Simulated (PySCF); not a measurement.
# How far each method lies from RCCSDT(Q) for CO, singlet

Geometry: a PBE0/def2-TZVP stationary point for this spin.

```xyz
2

O     0.0000    0.0000    0.0000
C     0.0000    0.0000    1.1234
```

Basis cc-pVTZ; PySCF 2.14.0. Only valence electrons are correlated (noble-gas cores frozen), which leaves 10 electrons in 58 orbitals. Prefix R: restricted or restricted open-shell reference.

Full CI isn't at hand for all of this; RCCSDT(Q) serves as the reference, and is uncertain by the last step of the cluster series or more.

The T1 diagnostic (ROHF- or RHF-based CCSD) is 0.0181 and the largest doubles amplitude (ROHF- or RHF-based CCSD) is 0.066.

```json
{"level": "RHF", "E − E(RCCSDT(Q)) (mEh)": "375.60", "share of correlation (%)": "0.00", "wall time": "–"}
{"level": "RMP2", "E − E(RCCSDT(Q)) (mEh)": "21.32", "share of correlation (%)": "94.33", "wall time": "–"}
{"level": "RCCSD", "E − E(RCCSDT(Q)) (mEh)": "17.99", "share of correlation (%)": "95.21", "wall time": "–"}
{"level": "RCCSD(T)", "E − E(RCCSDT(Q)) (mEh)": "1.23", "share of correlation (%)": "99.67", "wall time": "1.9 s"}
{"level": "RCCSDT", "E − E(RCCSDT(Q)) (mEh)": "1.09", "share of correlation (%)": "99.71", "wall time": "–"}
```

The correlation energy at RCCSDT(Q), counted from RHF, is -10.221 eV. That run took 6.1 min on 1 thread of Arm Neoverse V2, shared host.

Times are those of the correlated step on a shared host, with one SCF added for the restricted CCSD run; they ran on 1 thread of Arm Neoverse V2.

Atomization energy (electronic, same basis, no zero-point term; atoms at the same level, unrestricted beside the R rows where the molecule is a closed shell; the atoms' step beyond CCSDT comes from their full CI) at RCCSDT(Q): 1052.6 kJ/mol. Errors of other levels:

| level | error (kJ/mol) |
| --- | --- |
| RHF | -323.9 |
| RMP2 | 54.8 |
| RCCSD | -32.0 |
| RCCSD(T) | -1.0 |
| RCCSDT | -2.6 |

This basis is far from its limit, so the value isn't to be set against a measured one.
